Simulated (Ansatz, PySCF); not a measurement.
tetrafluoroethylene (C2F4), SMILES FC(=C(F)F)F.

Geometry optimised at B3LYP-D3(BJ)/def2-SVP.

Vertical ionisation energy (IE) and electron affinity (EA) in eV. Rows of orbital energies are one-electron estimates. Where ΔSCF, EOM or ADC give a negative EA the extra electron is unbound and the value depends on the basis.

| level | IE | EA |
|---|---|---|
| −ε(HOMO), −ε(LUMO), PBE0/def2-TZVP (PySCF) | 7.55 | -0.73 |
| −ε(HOMO), −ε(LUMO), PBE/def2-TZVP (PySCF) | [?] | [?] |
| ΔSCF, CAM-B3LYP/def2-SVPD (Ansatz), final states of multiplicity 2 and 2 | 10.60 | -1.55 |
| ΔSCF, PBE/def2-SVPD (Ansatz), final states of multiplicity 2 and 2 | 10.11 | -1.40 |

Question: Fill in the missing entries. (An estimate is asked for; the answer gives what the named calculation found.)

Answer: 
- −ε(HOMO), −ε(LUMO), PBE/def2-TZVP (PySCF), IE: 6.06
- −ε(HOMO), −ε(LUMO), PBE/def2-TZVP (PySCF), EA: 0.31

Question: What vertical singlet–triplet gap does ΔSCF give with CAM-B3LYP/def2-SVPD (Ansatz, a first-principles code) and with PBE/def2-SVPD (Ansatz)? (Estimate from the structure and the level; the computed values follow.)

Answer: 4.56 and 4.68 eV (triplet above singlet where positive).
